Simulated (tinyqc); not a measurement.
Worked calculation: extended Hueckel theory, for LiH. One step of it, computed by the program tinyqc.

Problem. Wolfsberg-Helmholz matrix. H_ij = K' S_ij (H_ii + H_jj)/2 for i != j (the diagonal keeps H_ii), with K' = K + D^2 + D^4 (1 - K), D = (H_ii - H_jj)/(H_ii + H_jj), K = 1.75.

overlap S:
```
           1Li 2s   1Li 2px   1Li 2py   1Li 2pz     2H 1s
1Li 2s   1.000000  0.000000  0.000000  0.000000  0.378985
1Li 2px  0.000000  1.000000  0.000000  0.000000  0.000000
1Li 2py  0.000000  0.000000  1.000000  0.000000  0.000000
1Li 2pz  0.000000  0.000000  0.000000  1.000000  0.490744
2H 1s    0.378985  0.000000  0.000000  0.490744  1.000000
```

diagonal H_ii (eV): 1Li 2s -5.400000, 1Li 2px -3.500000, 1Li 2py -3.500000, 1Li 2pz -3.500000, 2H 1s -13.600000

K = 1.750000

Give: H.

Solution.

H (eV):
```
          1Li 2s  1Li 2px  1Li 2py  1Li 2pz     2H 1s
1Li 2s   -5.4000   0.0000   0.0000   0.0000   -6.8776
1Li 2px   0.0000  -3.5000   0.0000   0.0000    0.0000
1Li 2py   0.0000   0.0000  -3.5000   0.0000    0.0000
1Li 2pz   0.0000   0.0000   0.0000  -3.5000   -8.4235
2H 1s    -6.8776   0.0000   0.0000  -8.4235  -13.6000
```
